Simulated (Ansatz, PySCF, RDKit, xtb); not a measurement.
# Solving CH2B+, step by step

Only the formula CH2B+ is given (charge +1). Aim: find the structure of lowest free energy at 298.15 K, then its properties.

The funnel: GFN2-xTB relaxations, single points with a density functional, relaxations at PBE0-D4/def2-TZVP, harmonic vibrations, and a last energy at a higher level. All values are calculated.

3 further runs of the same task are left out: 3 set aside as unsound or not needed.

### Step 1. Drawing up candidates

All bonding patterns within simple valence rules are listed by program: one Lewis structure each, at most two rings and one unusual centre or charged pair. O–O, O–halogen and N–halogen bonds and N–N–N chains are not drawn. That gives 2 candidates.

| label | SMILES | spin |
| --- | --- | --- |
| c015 | [B+]=C | singlet |
| c347 | B=[CH+] | singlet |

Candidates are built by distance geometry, with a force field where one applies, in up to four conformers (letters a to d). 6 starts with atoms placed at random are added, to find patterns that the rules miss.

Q: Predict the outcome of this search (final energies at CCSD(T)/def2-TZVPP).

| quantity | value |
| --- | --- |
| lowest structure found | B=[CH+], triplet, C∞v |
| next finalist | [B+]=C, triplet, 9.9 kcal/mol higher in G |
| share at equilibrium, among the finalists | 100.0 % |
| harmonic wavenumbers, lowest and highest (PBE0-D4/def2-TZVP) | 526 and 3283 cm⁻¹ |
| rotational constants, same geometry | 0.92 cm⁻¹ |
| HOMO energy (highest over α and β) (PBE0/def2-TZVPD) | -16.85 eV |
| LUMO energy (lowest over α and β) (PBE0/def2-TZVPD) | -11.70 eV |
| lowest excitation (TD-PBE0/def2-SVPD) | 5.56 eV (f = 0.003) |
| vertical ionisation energy (to the doublet ion of charge +2) | 20.06 eV |
| vertical recombination energy (electron added) | 9.20 eV |
| vertical singlet less triplet | +1.55 eV |

`B=[CH+]` comes out lowest. The margin of 9.9 kcal/mol over the next finalist is beyond the usual error of the last level; it says nothing of structures that weren't ranked. PBE0-D4/def2-TZVP, HF/def2-TZVPP and MP2/def2-TZVPP already put its bonding pattern lowest among the structures in one piece; r2SCAN-D4/def2-SVP favours the triplet [B+]=C. The closed-shell singlet of the same pattern is poorly described by one determinant, so the gap to it is too large. The stability test raises a flag; for an open shell a flag towards a general spinor solution can be the free rotation of the spin. The search is not exhaustive (a finite list of starts, one conformer a finalist), so a lower isomer can't be ruled out.
